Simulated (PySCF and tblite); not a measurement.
The numbers below are computed, except where a source is named.
System: C₃H₇N, numbered as in [CH2:1]1[CH2:2][NH:3][CH2:4]1.

Motion: pyramidal inversion at N3. GFN2-xTB gives an electronic barrier of 5.6 kcal/mol.

**Question.** What does PBE0/pcSseg-1 + D3(BJ), IEF-PCM acetone give on PBE0-D3(BJ)/def2-SVP geometries?

**Answer.** A barrier of 7.0 kcal/mol, 1.3 above the tight-binding barrier (from unrounded values) and, with GFN2-xTB thermal terms, ΔG‡(298 K) = 6.0 kcal/mol and k = 2.6×10⁸ s⁻¹ (1 equivalent path).

**Question.** And the level of the geometries itself, PBE0-D3(BJ)/def2-SVP?

**Answer.** 4.5 kcal/mol.

Programs: tblite and PySCF.
